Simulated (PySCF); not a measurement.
Molecule: SMILES C/C=C/C(C)=O, C$_{5}$H$_{8}$O.

Structure with atom numbers: `[CH3:1]/[CH:2]=[CH:3]/[C:4]([CH3:5])=[O:6]`. Each H is labelled by its parent atom.

Geometry PBE0-D3(BJ)/def2-SVP throughout; GIAO in PySCF 2.14.0 with density-fitted response routines, gas phase, one conformer, non-relativistic; equivalent atoms averaged; functional PBE0.

(1) How do the shifts δ (against TMS, H2O at the same level) depend on the basis set? (a selection of nuclei; ppm; last column core-seconds on shared hosts with different chips, so compare them loosely)

(2) Which nucleus among those listed moves most, in ppm?

(3) Taking the largest basis, pcSseg-2 (328 functions), as the yardstick, rank the others by their worst heavy-atom deviation.

Answers

(1) 
| basis set | functions | C4 | C2 | C3 | C5 | C1 | O6 | H(C2) | H(C5) | H(C1) | core-s |
| --- | --- | --- | --- | --- | --- | --- | --- | --- | --- | --- | --- |
| STO-3G | 38 | 133.1 | 115.0 | 110.8 | 26.0 | 23.6 | 661.6 | 5.90 | 2.28 | 1.75 | 3.5 |
| 6-31G | 70 | 190.6 | 138.6 | 132.5 | 26.5 | 20.9 | 666.1 | 6.82 | 2.34 | 2.09 | 6.4 |
| pcSseg-0 | 70 | 213.0 | 153.8 | 147.9 | 29.9 | 23.9 | 796.8 | 6.56 | 2.52 | 2.24 | 4.8 |
| 6-31G* | 100 | 184.6 | 136.9 | 129.2 | 24.6 | 20.1 | 622.7 | 6.62 | 2.02 | 1.86 | 9.2 |
| def2-SVP | 124 | 191.5 | 142.0 | 134.1 | 24.0 | 19.5 | 664.3 | 6.54 | 1.97 | 1.82 | 11 |
| cc-pVDZ | 124 | 191.1 | 143.1 | 134.9 | 24.8 | 21.1 | 656.5 | 6.59 | 2.00 | 1.86 | 9.4 |
| pcSseg-1 | 142 | 198.4 | 150.7 | 141.6 | 26.2 | 21.6 | 697.7 | 6.61 | 2.16 | 2.00 | 11 |
| 6-311+G(2d,p) | 210 | 198.0 | 149.6 | 139.8 | 25.2 | 20.4 | 652.2 | 6.93 | 2.15 | 1.95 | 25 |
| aug-cc-pVDZ | 210 | 193.5 | 144.7 | 134.6 | 24.9 | 20.0 | 621.6 | 7.04 | 2.25 | 2.03 | 22 |
| def2-TZVP | 234 | 199.6 | 151.2 | 141.1 | 25.7 | 21.1 | 667.2 | 6.97 | 2.14 | 1.94 | 32 |
| IGLO-III | 290 | 204.2 | 154.8 | 144.7 | 26.2 | 21.3 | 670.4 | 6.97 | 2.19 | 1.97 | 34 |
| cc-pVTZ | 292 | 197.7 | 149.7 | 140.1 | 25.4 | 21.0 | 667.9 | 6.93 | 2.15 | 1.96 | 35 |
| pcSseg-2 | 328 | 205.8 | 156.3 | 145.6 | 26.6 | 21.8 | 675.5 | 6.99 | 2.18 | 1.99 | 43 |

(2) O6 (ketone oxygen): from 621.6 ppm with aug-cc-pVDZ to 796.8 ppm with pcSseg-0. The smallest spread is 0.49 ppm, at H(C1). Proton shifts span only some 12 ppm, so a few tenths of a ppm matter as much there as several ppm in carbon.

(3) IGLO-III 5.0 ppm (290 functions), cc-pVTZ 8.1 ppm (292 functions), def2-TZVP 8.2 ppm (234 functions), def2-SVP 14.3 ppm (124 functions), 6-31G 17.7 ppm (70 functions), cc-pVDZ 19.0 ppm (124 functions), pcSseg-1 22.2 ppm (142 functions), 6-311+G(2d,p) 23.3 ppm (210 functions), 6-31G* 52.8 ppm (100 functions), aug-cc-pVDZ 53.9 ppm (210 functions), STO-3G 72.7 ppm (38 functions), pcSseg-0 121.3 ppm (70 functions).

A small basis that lands close on one nucleus may do so by chance; judge by the trend and by all nuclei.
